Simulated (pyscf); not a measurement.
Thermochemistry of product channels of SiH₃• + GeH₄ on the doublet surface, in kJ/mol, from ωB97M-D3(BJ)/def2-TZVP energies (ideal gas, 1 atm, RRHO with modes under 100 cm⁻¹ raised to 100, one conformer, R ln 2 for rigid chiral ones). PySCF, gas phase, ωB97X-D3(BJ)/def2-SVP geometries.

| products | ΔE | ΔH(298 K) | ΔG(600 K) | ΔG(900 K) |
|---|---|---|---|---|
| H₃Si–GeH₃ + H• | +56.7 | +49.2 | +63.7 | +66.7 |
| H₃Si–GeH₂• + H₂ | -36.3 | -39.3 | -41.9 | -47.0 |
| SiH₂ [singlet] + H₂ + GeH₃• | +218.4 | +202.2 | +120.3 | +77.4 |
| SiH₄ + GeH₂ [singlet] + H• | +227.0 | +209.3 | +144.7 | +110.5 |

These are energies of the channels, which say nothing of barriers. Elements up to Kr have no core potential and no relativistic terms here.
